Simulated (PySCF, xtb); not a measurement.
C2H6S, SMILES CSC.

xtb with GFN2-xTB at its own geometry gives an orbital gap of 4.28 eV and a dipole moment of 2.46 D.

Geometry optimised at PBE0-D3(BJ)/def2-TZVP.

### Question
What does PySCF with r2SCAN/def2-TZVPD give? (Estimate from the structure and the level; the computed values follow.)

### Answer
gap 5.44 eV (levels -5.27 and 0.17 eV), dipole 1.64 D.
